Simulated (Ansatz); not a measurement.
`[AlH2][SiH2]Cl` and `F[SiH2][AlH2]` differ in one atom or group.

Ansatz, PBE0-D4/def2-TZVP geometries, multiplicity 1. 

| property | `[AlH2][SiH2]Cl` |
| --- | --- |
| HOMO–LUMO gap (ωB97M-V/def2-TZVPP) / eV | 8.89 |
| vertical ionisation energy (CCSD(T)/CBS(def2)) / eV | 9.87 |
| LUMO energy (PBE/def2-TZVPP) / eV | -3.10 |
| HOMO–LUMO gap (PBE/def2-TZVPP) / eV | 3.36 |
| zero-point energy (PBE0-D4/def2-TZVP) / kJ/mol | 83.0 |
| LUMO energy (ωB97M-V/def2-TZVPP) / eV | -0.67 |

Task: Give the same properties after the change, and the shifts. (Best estimate.)

Result: Ansatz gave: 
| property | `F[SiH2][AlH2]` | shift |
| --- | --- | --- |
| HOMO–LUMO gap (ωB97M-V/def2-TZVPP) / eV | 9.03 | 0.14 |
| vertical ionisation energy (CCSD(T)/CBS(def2)) / eV | 10.07 | 0.20 |
| LUMO energy (PBE/def2-TZVPP) / eV | -3.03 | 0.07 |
| HOMO–LUMO gap (PBE/def2-TZVPP) / eV | 3.49 | 0.13 |
| zero-point energy (PBE0-D4/def2-TZVP) / kJ/mol | 85.7 | 2.7 |
| LUMO energy (ωB97M-V/def2-TZVPP) / eV | -0.62 | 0.05 |

With PBE0 the HOMO falls by 0.08 eV and the LUMO rises by 0.06 eV, so the gap widens by about 0.14 eV. PBE moves the HOMO by -0.06 eV and ωB97M-V by -0.10 eV.
